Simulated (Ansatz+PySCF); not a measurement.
Two shapes of doublet C₂H.

Shape 1:

```xyz
3

H     0.0000    0.0000   -1.5530
C     0.0000    0.0000   -0.4767
C     0.0000    0.0000    0.7355
```

Shape 2:

```xyz
3

H     0.0000    0.0000   -1.6772
C     0.0000    0.0000   -0.5148
C     0.0000    0.0000    0.7943
```

Basis set: def2-SVP (spherical functions). Correlated methods keep 2 orbitals frozen. Correlation on ROHF uses semicanonical orbitals with singles. Charge 0, multiplicity 2.

Computed with Ansatz (development build ahead of 0.2.0); each method stands on the lowest determinant of its kind that the runs found.

Q: Which shape is lower in energy, and by how much in each method?

A:

```csv
method,E(2) − E(1) (eV)
ROHF-MP2,0.809
ROHF-CCSD,0.622
UHF-CCSD,0.442
ROHF-CCSD(T),0.655
UHF-CCSD(T),0.404
```

Shape 1 is lower. Caution for UHF-CCSD, UHF-CCSD(T): the unrestricted determinant is spin contaminated; a plain start can end on a higher determinant. Caution for ROHF-CCSD(T), UHF-CCSD(T): another reference gives a lower total.
